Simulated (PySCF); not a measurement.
Phosphine, H₃P, SMILES P, point group C3v.

Level: PBE0/pcSseg-2 in PySCF (density fitting, grid level 2); geometry and Hessian at that level, cubic constants and property derivatives from steps of ±0.6 along each species' dimensionless normal coordinates, second-order vibrational perturbation theory. The parent has the commonest isotopes.

Equilibrium geometry (Å):

```csv
atom,x,y,z
P1,-0.0007,0.0087,0.5554
H2,-0.5102,1.0738,-0.2328
H3,1.2028,-0.0777,-0.1925
H4,-0.6509,-0.9857,-0.2216
```

Question: How much do zero-point and thermal motion change the parent's shieldings?

Answer: 
```json
{"atom": "P1", "σe (ppm)": "579.68", "anharmonic part, 0 K": "-7.86", "harmonic part, 0 K": "-3.14", "Δσ at 0 K": "-11.00", "Δσ at 300 K": "-11.39", "Δσ at 700 K": "-11.35"}
{"atom": "H2", "σe (ppm)": "29.37", "anharmonic part, 0 K": "-0.32", "harmonic part, 0 K": "-0.10", "Δσ at 0 K": "-0.42", "Δσ at 300 K": "-0.44", "Δσ at 700 K": "-0.49"}
```

Question: And the bond lengths, in the parent and with ²H at 2?

Answer: 
| bond | re (Å) | ⟨r⟩ at 0 K | between mean positions | ⟨r⟩, labelled |
| --- | --- | --- | --- | --- |
| P1–H2 | 1.4196 | 1.4399 | 1.4343 | 1.4341 |

Question: What are the dipole moments?

Answer: 0.792 D at equilibrium; averaged at 0 K: parent 0.759 D; ²H at 2 0.762 D; ²H at 2, ²H at 3 0.765 D; ²H at 2, ²H at 3, ²H at 4 0.768 D. Measured: 0.58 D (NIST CCCBDB Release 22 (SRD 101), experimental dipoles).

The study (79 SCF points, 85 basis functions) took 63 s on 1 thread of AMD EPYC 9R45 96-Core (shared host) (rough), peak memory 0.34 GiB, launched as `OMP_NUM_THREADS=1 python ens_run.py task.json out`.
